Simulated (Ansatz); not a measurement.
Geometry optimisation, Ansatz 0.2.0, RKS B3LYP-D4/def2-SVP.

The input (input.yaml):

```yaml
crystal:
  periodic: [false, false, false]
  atoms:
    - { symbol: Si, position_ang: [-0.342967, 0.184642, -0.478091] }
    - { symbol: Si, position_ang: [-0.298434, -0.181156, 2.93501] }
    - { symbol: H, position_ang: [-0.830945, -0.653807, 4.247489] }
    - { symbol: H, position_ang: [0.747923, -1.130687, 2.466079] }
    - { symbol: H, position_ang: [0.29896, 1.174216, 3.105709] }
    - { symbol: H, position_ang: [0.75264, 0.806202, 0.317657] }
    - { symbol: H, position_ang: [-0.295439, 0.708944, -1.874217] }
    - { symbol: H, position_ang: [-0.160482, -1.294618, -0.496481] }
    - { symbol: H, position_ang: [-1.622376, 0.489115, 0.17777] }
    - { symbol: H, position_ang: [-1.381682, -0.102853, 1.942474] }
basis:
  gaussian: { orbitals: def2-SVP }
hamiltonian:
  xc: b3lyp
  dispersion: d4
relax:
  f_tol: 0.03
  max_steps: 50
```

Run as:

```bash
$ ansatz run input.yaml --threads 1 --pin off --max-ram 2048MiB --backend cpu --events-out ev --progress --plain --runs-dir out
```

**Question.** Where does it end, and by what steps?

**Answer.** The forces met the threshold. The force dipped under the threshold on the way, but the program's further checks kept it going. After 7 steps the energy has fallen by 0.233 eV; H9 moved furthest, 0.79 Å.

```csv
step,energy less start (eV),largest force component (eV/Å),accepted
0,0.0000,0.623,yes
1,-0.1500,0.132,yes
2,-0.2181,0.050,yes
3,-0.2230,0.225,yes
4,-0.2309,0.016,yes
5,-0.2320,0.033,yes
6,-0.2327,0.074,yes
7,-0.2331,0.024,yes
```

```xyz
10
Properties=species:S:1:pos:R:3
Si -0.400 0.252 -0.763
Si -0.227 -0.252 3.232
H -0.646 -0.712 4.587
H 0.824 -1.163 2.699
H 0.310 1.135 3.319
H 0.500 0.900 0.234
H 0.047 0.616 -2.140
H -0.341 -1.228 -0.594
H -1.797 0.725 -0.552
H -1.405 -0.272 2.322
```

Whether the end is a true minimum wasn't checked by a vibrational analysis.

Run time: 9.2 s on 1 thread of Intel(R) Xeon(R) 6975P-C (Granite Rapids) (shared host), peak memory 0.15 GiB.
